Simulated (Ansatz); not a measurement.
Start from `CC(N)S` and change one atom or group to get `NCS`.

Ansatz, PBE0-D4/def2-TZVP geometries, multiplicity 1. Each molecule was computed in one conformer, which needn't be the lowest.

```
                                                                                  property  `CC(N)S`
ideal-gas entropy at 298 K and 1 bar (rigid rotor, harmonic PBE0-D4/def2-TZVP) / J/(mol·K)       310
                                                     HOMO energy (ωB97M-V/def2-TZVPP) / eV     -8.96
                                                     HOMO–LUMO gap (B3LYP/def2-TZVPP) / eV      6.64
                                                         HOMO energy (PBE/def2-TZVPP) / eV     -5.44
                                                     LUMO energy (ωB97M-V/def2-TZVPP) / eV      2.11
                                                         LUMO energy (PBE/def2-TZVPP) / eV     -0.46
```

(1) Give the same properties after the change, and the shifts. (Estimate.)

Results:

(1) The calculation gave: 
| property | `NCS` | shift |
| --- | --- | --- |
| ideal-gas entropy at 298 K and 1 bar (rigid rotor, harmonic PBE0-D4/def2-TZVP) / J/(mol·K) | 285 | -25 |
| HOMO energy (ωB97M-V/def2-TZVPP) / eV | -9.19 | -0.23 |
| HOMO–LUMO gap (B3LYP/def2-TZVPP) / eV | 6.78 | 0.14 |
| HOMO energy (PBE/def2-TZVPP) / eV | -5.66 | -0.22 |
| LUMO energy (ωB97M-V/def2-TZVPP) / eV | 2.05 | -0.06 |
| LUMO energy (PBE/def2-TZVPP) / eV | -0.50 | -0.04 |

With PBE0 the HOMO falls by 0.24 eV and the LUMO falls by 0.07 eV, so the gap widens by about 0.17 eV. PBE moves the HOMO by -0.22 eV and ωB97M-V by -0.23 eV. The zero-point energy changes by -74.3 kJ/mol with -9 modes.

B3LYP here is the variant with VWN-RPA as its local correlation; programs differ in this.
